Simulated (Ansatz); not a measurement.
**Polycrystal shear modulus of fcc Ir at several levels of theory**

No measured value is used here.

```tsv
level (code)	value (GPa)	cell (Å³/atom)
LDA (Ansatz)	251	13.84
PBE (Ansatz)	221	14.50
PBEsol (Ansatz)	244	14.05
r²SCAN (Ansatz)	239	14.20
HSE06 (Ansatz)	247	13.99
```

Density-functional levels without +SOC have no spin–orbit coupling. HSE06: hybrids on metals are sensitive to the k mesh. Each level is taken at its own relaxed cell. Cutoffs and k meshes differ between the levels. Ansatz's density-functional and Hartree–Fock values are scalar-relativistic unless marked +SOC, with PAW data made under PBE.

Ansatz is a program for electronic structure.
